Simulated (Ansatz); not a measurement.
This geometry of BFH2 + ClH (6 atoms, charge 0, multiplicity 1) is a first-order saddle point.

Method: RKS B3LYP/def2-SVP (Ansatz).

```xyz
6
Properties=species:S:1:pos:R:3
B 0.011 -0.190 0.026
F 0.005 0.132 1.540
H 1.062 0.108 -0.464
H -1.060 0.040 -0.457
Cl 0.077 -2.166 0.544
H 0.042 -1.039 1.623
```

Q: Which two structures does it join? (They come from a converged band through this point; their orientation in space is the band's.)

A: Bonds broken: B1–F2, Cl5–H6. Bonds formed: B1–Cl5, F2–H6. BFH2 + ClH becomes BClH2 + FH.

Image 0:

```xyz
6
Properties=species:S:1:pos:R:3
B -0.008 0.323 -0.065
F -0.009 0.579 1.238
H 1.059 0.282 -0.625
H -1.075 0.212 -0.614
Cl 0.095 -2.655 0.931
H 0.075 -1.856 1.945
```

Image 8:

```xyz
6
Properties=species:S:1:pos:R:3
B 0.016 -0.426 -0.233
F 0.009 0.126 1.818
H 1.057 0.106 -0.493
H -1.060 0.037 -0.482
Cl 0.076 -2.186 0.118
H 0.040 -0.772 2.083
```

Q: How far does it lie above each of them?

A: 0.94 eV above the first and 0.33 eV above the second. This is the barrier of this one path; another mechanism may lie lower. The orbitals stay closed-shell, which can raise the energy where a bond breaks towards radicals; this wasn't checked here.

Time of the run: 100 s on 1 thread of Arm Neoverse V1, on a shared host, peak memory 0.11 GiB.
